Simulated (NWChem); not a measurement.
The numbers come from NWChem runs, not from measurements. System: ClNa, charge 0, spin multiplicity 1, displaced from the optimised geometry. The structure started from a generated list of species. Level: CR-CCSD(T)/cc-pVDZ, 6 core orbitals frozen, spin-restricted.

The NWChem input:

```
start mol
memory heap 100 mb stack 700 mb global 1900 mb
geometry units angstroms nocenter noautoz noautosym
  Na     0.000000     0.000000    -1.420937
  Cl     0.000000     0.000000     3.259797
end
basis spherical
  * library cc-pvdz
end
scf
  rhf
  nopen 0
  maxiter 100
  thresh 1e-7
  semidirect memsize 60000000 filesize 0
end
tce
  freeze core 6
  cr-ccsd(t)
  2eorb
  2emet 13
  thresh 1e-6
  maxiter 100
  tilesize 24
end
task tce energy
```

Output (cleaned and shortened):

```
             Northwest Computational Chemistry Package (NWChem) 7.3.0
             --------------------------------------------------------

                                NWChem Input Module
                                -------------------

 Scaling coordinates for geometry "geometry" by  1.889725989
 (inverse scale =  0.529177249)

                             Geometry "geometry" -> ""
                             -------------------------

 Output coordinates in angstroms (scale by  1.889725989 to convert to a.u.)

  No.       Tag          Charge          X              Y              Z
 ---- ---------------- ---------- -------------- -------------- --------------
    1 Na                  11.0000     0.00000000     0.00000000    -1.42093700
    2 Cl                  17.0000     0.00000000     0.00000000     3.25979700

 Effective nuclear repulsion energy (a.u.)      21.1411598187

            Nuclear Dipole moment (a.u.)
            ----------------------------
        X                 Y               Z
 ---------------- ---------------- ----------------
     0.0000000000     0.0000000000    75.1850954953


 Summary of "ao basis" -> "" (spherical)
 ------------------------------------------------------------------------------
       Tag                 Description            Shells   Functions and Types
 ---------------- ------------------------------  ------  ---------------------
 *                          cc-pvdz                   on all atoms

 Summary of "ao basis" -> "ao basis" (spherical)
 ------------------------------------------------------------------------------
       Tag                 Description            Shells   Functions and Types
 ---------------- ------------------------------  ------  ---------------------
 Na                         cc-pvdz                  8       18   4s3p1d
 Cl                         cc-pvdz                  8       18   4s3p1d

                                 NWChem SCF Module
                                 -----------------

  ao basis        = "ao basis"
  functions       =    36
  atoms           =     2
  closed shells   =    14
  open shells     =     0
  charge          =   0.00
  wavefunction    = RHF
  use symmetry    = F
  symmetry adapt  = F

 Summary of "ao basis" -> "ao basis" (spherical)
 ------------------------------------------------------------------------------
       Tag                 Description            Shells   Functions and Types
 ---------------- ------------------------------  ------  ---------------------
 Na                         cc-pvdz                  8       18   4s3p1d
 Cl                         cc-pvdz                  8       18   4s3p1d

 Forming initial guess at       0.1s

      Superposition of Atomic Density Guess
      -------------------------------------

 Sum of atomic energies:        -621.32807310

      Non-variational initial energy
      ------------------------------

 Total energy =    -621.071353
 1-e energy   =    -905.070927
 2-e energy   =     262.858414
 HOMO         =      -0.424313
 LUMO         =      -0.074974

 Starting SCF solution at       1.2s

 ----------------------------------------------
         Quadratically convergent ROHF

 Convergence threshold     :          1.000E-07
 Maximum no. of iterations :          100
 Final Fock-matrix accuracy:          1.000E-09
 ----------------------------------------------

              iter       energy          gnorm     gmax       time
             ----- ------------------- --------- --------- --------
                 1     -621.2987341172  6.41D-01  2.86D-01      1.2
                 2     -621.3348924159  7.66D-02  2.92D-02      1.2
                 3     -621.3359872219  7.98D-03  3.64D-03      1.2
                 4     -621.3360007074  7.63D-05  3.43D-05      1.2
                 5     -621.3360007081  2.64D-09  1.05D-09      1.2

       Final RHF  results
       ------------------

         Total SCF energy =   -621.336000708099
      One-electron energy =   -907.985491813988
      Two-electron energy =    265.508331287163
 Nuclear repulsion energy =     21.141159818726

        Time for solution =      0.0s

             Final eigenvalues
             -----------------

              1
    1 -104.6035
    2  -40.6409
    3  -10.3239
    4   -7.7903
    5   -7.7898
    6   -7.7898
    7   -2.9515
    8   -1.6744
    9   -1.6744
   10   -1.6735
   11   -0.8301
   12   -0.2486
   13   -0.2486
   14   -0.2450
   15   -0.0732
   16   -0.0052
   17   -0.0052
   18    0.0183
   19    0.0689
   20    0.0941
   21    0.0941
   22    0.1301
   23    0.1859
   24    0.1859

                       ROHF Final Molecular Orbital Analysis
                       -------------------------------------

 Vector   12  Occ=2.000000D+00  E=-2.485945D-01
              MO Center=  4.3D-16,  1.7D-16,  3.2D+00, r^2= 1.3D+00
   Bfn.  Coefficient  Atom+Function         Bfn.  Coefficient  Atom+Function
  ----- ------------  ---------------      ----- ------------  ---------------
    27      0.495970  2 Cl py                30      0.489234  2 Cl py
    26      0.255443  2 Cl px                29      0.251974  2 Cl px

 Vector   13  Occ=2.000000D+00  E=-2.485945D-01
              MO Center=  4.3D-17, -2.2D-16,  3.2D+00, r^2= 1.3D+00
   Bfn.  Coefficient  Atom+Function         Bfn.  Coefficient  Atom+Function
  ----- ------------  ---------------      ----- ------------  ---------------
    26      0.495970  2 Cl px                29      0.489234  2 Cl px
    27     -0.255443  2 Cl py                30     -0.251974  2 Cl py

 Vector   14  Occ=2.000000D+00  E=-2.450178D-01
              MO Center= -2.7D-16,  9.8D-16,  3.1D+00, r^2= 1.7D+00
   Bfn.  Coefficient  Atom+Function         Bfn.  Coefficient  Atom+Function
  ----- ------------  ---------------      ----- ------------  ---------------
    28      0.536588  2 Cl pz                31      0.535620  2 Cl pz

 Vector   15  Occ=0.000000D+00  E=-7.322071D-02
              MO Center= -2.8D-16, -5.0D-16, -2.3D+00, r^2= 6.4D+00
   Bfn.  Coefficient  Atom+Function         Bfn.  Coefficient  Atom+Function
  ----- ------------  ---------------      ----- ------------  ---------------
     4      0.542672  1 Na s                  3      0.435026  1 Na s
    13     -0.204014  1 Na pz                10     -0.170388  1 Na pz

 Vector   16  Occ=0.000000D+00  E=-5.224671D-03
              MO Center=  4.5D-15, -8.2D-16, -1.6D+00, r^2= 1.3D+01
   Bfn.  Coefficient  Atom+Function         Bfn.  Coefficient  Atom+Function
  ----- ------------  ---------------      ----- ------------  ---------------
    11      0.773298  1 Na px                 8      0.296913  1 Na px

 Vector   17  Occ=0.000000D+00  E=-5.224671D-03
              MO Center= -3.4D-16, -3.8D-16, -1.6D+00, r^2= 1.3D+01
   Bfn.  Coefficient  Atom+Function         Bfn.  Coefficient  Atom+Function
  ----- ------------  ---------------      ----- ------------  ---------------
    12      0.773298  1 Na py                 9      0.296913  1 Na py

 center of mass
 --------------
 x =   0.00000000 y =   0.00000000 z =   2.65155647

 moments of inertia (a.u.)
 ------------------
        1085.235211937541           0.000000000000           0.000000000000
           0.000000000000        1085.235211937541           0.000000000000
           0.000000000000           0.000000000000           0.000000000000

  Mulliken analysis of the total density
  --------------------------------------

    Atom       Charge   Shell Charges
 -----------   ------   -------------------------------------------------------
    1 Na  11    10.13   2.00  2.00  0.02  0.04  6.00  0.02  0.04  0.01
    2 Cl  17    17.87   2.00  2.01  0.87  1.11  6.00  2.95  2.94  0.00

       Multipole analysis of the density wrt the origin
       ------------------------------------------------

     L   x y z        total         open         nuclear
     -   - - -        -----         ----         -------
     0   0 0 0     -0.000000      0.000000     28.000000

     1   1 0 0      0.000000      0.000000      0.000000
     1   0 1 0     -0.000000      0.000000      0.000000
     1   0 0 1     -8.170801      0.000000     75.185095

     2   2 0 0    -14.170108      0.000000      0.000000
     2   1 1 0      0.000000      0.000000      0.000000
     2   1 0 1      0.000000      0.000000      0.000000
     2   0 2 0    -14.170108      0.000000      0.000000
     2   0 1 1     -0.000000      0.000000      0.000000
     2   0 0 2    -39.285006      0.000000    724.413185

                   NWChem Extensible Many-Electron Theory Module
                   ---------------------------------------------


            General Information
            -------------------
      Number of processors :     1
         Wavefunction type : Restricted Hartree-Fock
          No. of electrons :    28
           Alpha electrons :    14
            Beta electrons :    14
           No. of orbitals :    72
            Alpha orbitals :    36
             Beta orbitals :    36
        Alpha frozen cores :     6
         Beta frozen cores :     6
     Alpha frozen virtuals :     0
      Beta frozen virtuals :     0
         Spin multiplicity : singlet
    Number of AO functions :    36
       Number of AO shells :    16
        Use of symmetry is : off
      Symmetry adaption is : off
         Schwarz screening : 0.10D-09

          Correlation Information
          -----------------------
          Calculation type : Coupled-cluster singles & doubles w/ perturbation
   Perturbative correction : Completely renormalized (T)
            Max iterations :      100
        Residual threshold : 0.10D-05
     T(0) DIIS level shift : 0.00D+00
     L(0) DIIS level shift : 0.00D+00
     T(1) DIIS level shift : 0.00D+00
     L(1) DIIS level shift : 0.00D+00
     T(R) DIIS level shift : 0.00D+00
     T(I) DIIS level shift : 0.00D+00
   CC-T/L Amplitude update :  5-th order DIIS
                I/O scheme : Global Array Library
        L-threshold :  0.10D-05
        EOM-threshold :  0.10D-05
 no EOMCCSD initial starts read in
 TCE RESTART OPTIONS
 SLICE:      F
 D4D5:       F
 quantumc:   F
 qrotation:  F
 pwtce:      F
 qducc:      F
 nacto:                         0
 nrotv:                         0
 nrot:                          0

            Memory Information
            ------------------
          Available GA space size is     249035504 doubles
          Available MA space size is     104854900 doubles

 Maximum block size supplied by input
 Maximum block size        24 doubles

 tile_dim =     22

 -------------------------------------------------

 Global array virtual files algorithm will be used

 Parallel file system coherency ......... OK

 4-electron integrals stored in orbital form

 v2    file size   =           396752
 4-index algorithm nr.  13 is used
 imaxsize =       30
 imaxsize ichop =        0


CCSD iterations
 ---------------------------------------------------------
 Iter          Residuum       Correlation     Cpu    Wall
 ---------------------------------------------------------
    1   0.0666436711134  -0.1387210393587     0.0     0.0
    2   0.0195273348975  -0.1481941858494     0.0     0.0
    3   0.0090499386187  -0.1498149523397     0.0     0.0
    4   0.0098734902166  -0.1500875572108     0.0     0.0
    5   0.0111465680751  -0.1504293339753     0.0     0.0
    6   0.0030559482769  -0.1504041473449     0.0     0.0
    7   0.0026871887867  -0.1504571759826     0.0     0.0
    8   0.0025624905849  -0.1505010425336     0.0     0.0
    9   0.0033411981181  -0.1505212914391     0.0     0.0
   10   0.0044436069000  -0.1505648348935     0.0     0.0
   11   0.0003715111591  -0.1506580807156     0.0     0.0
   12   0.0003102051418  -0.1506722784918     0.0     0.0
   13   0.0003894701063  -0.1506680149254     0.0     0.0
   14   0.0004716446806  -0.1506717470244     0.0     0.0
   15   0.0006176231337  -0.1506658612361     0.0     0.0
   16   0.0000210083061  -0.1506686280705     0.0     0.0
   17   0.0000183728135  -0.1506679312860     0.0     0.0
   18   0.0000183227827  -0.1506680852058     0.0     0.0
   19   0.0000248807074  -0.1506680109615     0.0     0.0
   20   0.0000343258395  -0.1506681970470     0.0     0.0
   21   0.0000036249929  -0.1506683424161     0.0     0.0
   22   0.0000024315937  -0.1506683527736     0.0     0.0
   23   0.0000022618328  -0.1506683891336     0.0     0.0
   24   0.0000022311462  -0.1506684217247     0.0     0.0
   25   0.0000028597833  -0.1506684314735     0.0     0.0
   26   0.0000006745287  -0.1506685014512     0.0     0.0
 -----------------------------------------------------------------
 Iterations converged
 CCSD correlation energy / hartree =        -0.150668501451221
 CCSD total energy / hartree       =      -621.486669209550541

 Singles contributions

 Doubles contributions
 CR-CCSD(T)

 CR-CCSD[T]  correction energy / hartree =        -0.001915692408386
 CR-CCSD[T] correlation energy / hartree =        -0.152584193859607
 CR-CCSD[T] total energy / hartree       =      -621.488584901958916
 CR-CCSD(T)  correction energy / hartree =        -0.001801835289077
 CR-CCSD(T) correlation energy / hartree =        -0.152470336740298
 CR-CCSD(T) total energy / hartree       =      -621.488471044839571

 Task  times  cpu:        8.4s     wall:        8.4s

 Total times  cpu:        8.4s     wall:        8.4s
```
